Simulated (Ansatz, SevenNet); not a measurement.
Ladder of methods for the equilibrium lattice constant a of grey tin (α-Sn)

Reference value: 6.477 Å (measured, static lattice: zero-point anharmonic expansion removed; as tabulated in Mejia-Rodriguez and Trickey (2018), arXiv:1807.09216).

### Question
Put these levels in order of the equilibrium lattice constant a that they give for grey tin (α-Sn), smallest first: Hartree–Fock (Ansatz, a quantum-chemistry and plane-wave program), PBE-D4 (Ansatz), SevenNet-l3i5.

### Answer
PBE-D4 (6.563 Å), Hartree–Fock (6.605 Å), SevenNet-l3i5 (6.654 Å)

Errors against the reference: SevenNet-l3i5 +2.73 %, PBE-D4 +1.33 %, Hartree–Fock +1.98 %.

Cutoffs and k meshes differ between the levels. Ansatz's density-functional and Hartree–Fock values are scalar-relativistic unless marked +SOC, with PAW data made under PBE.

Machine-learned potentials (SevenNet-l3i5) are trained on DFT data: a solid inside that data is no test of them.

Differences are worked out from the printed values.
